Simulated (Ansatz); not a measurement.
# CH3NSi: the cost of one run

Computed with Ansatz 0.2.0 through its Python package. The levels of theory stand in the script.

**1. Starting point**

Bond lengths: C1–N2 1.212 Å, C1–Si3 1.768 Å, N2–Si3 1.829 Å, C1–H4 1.038 Å, Si3–H5 1.503 Å, Si3–H6 1.503 Å. Angles: C1–N2–Si3 67.6°, N2–C1–Si3 73.0°, N2–C1–H4 138.0°, Si3–C1–H4 148.9°, C1–Si3–N2 39.3°, C1–Si3–H5 119.1°, C1–Si3–H6 120.2°, N2–Si3–H5 104.6°, N2–Si3–H6 105.1°, H5–Si3–H6 115.4°.

ch3nsi.xyz, read by the script:

```xyz
6

C    -0.41180   -0.98130   -0.11860
N     0.73760   -0.89620    0.25690
Si   -0.02500    0.74200   -0.02810
H    -1.09510   -1.72830   -0.34660
H     0.80800    1.36300   -1.11350
H     0.02840    1.43670    1.30360
```

**2. The code**

ch3nsi_cas.py

```python
import ansatz

geometry = ansatz.Crystal.molecule_from_extxyz('ch3nsi.xyz')

setup = (
    geometry.calculation()
    .basis(gaussian='cc-pVDZ')
    .correlation(active_electrons=4, active_orbitals=4)
)
for method in [None, 'sc_nevpt2']:
    rep = (setup if method is None else setup.correlation(method)).run().report
    space = rep['configurations']
    state = space['states'][0]
    print(method or 'casscf', f'total {rep["free_energy_ev"] / 27.211386246:.6f} Ha, active-space state {state["energy"]["hartree"]:.6f} Ha, mean field {rep["reference_energy_ev"] / 27.211386246:.6f} Ha')
    print('  determinants', state['n_determinants'], ' natural occupations', [round(n, 3) for n in space['natural_occupations']])
```

**3. The run**

Command:

```console
$ python ch3nsi_cas.py
```

**Question.** How long does this script take on 1 thread of Arm Neoverse N1, shared host, and how much memory does it need?

About 6.2 s, with a peak of 0.16 GiB.
